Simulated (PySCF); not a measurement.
Excitations are Tamm–Dancoff values on a coarser integration grid. The basis has no diffuse functions, so Rydberg states are missing or too high.

Z-matrix (Å, degrees):
```
C
H 1 1.0892
H 1 1.0959 2 108.32
H 1 1.0959 2 108.32 3 -117.86
O 1 1.4205 2 106.81 4 -121.07
H 5 0.9620 1 108.80 2 -180.00
```
Charge 0, spin multiplicity 1.

Q: What is the computed S1 excitation (TDA), LUMO, brightest of the four lowest singlets (TDA), T1 excitation (TDA), HOMO–LUMO gap, HOMO, dipole moment and S1 oscillator strength (PySCF with M06-2X/def2-TZVP // B3LYP-D3(BJ)/def2-TZVP)?

A: 
```yaml
S1 excitation (TDA): 7.38 eV
LUMO: 1.70 eV
brightest of the four lowest singlets (TDA): 9.32 eV
T1 excitation (TDA): 7.01 eV
HOMO–LUMO gap: 11.33 eV
HOMO: -9.63 eV
dipole_moment: 1.75 D
S1 oscillator strength: 0.001
```
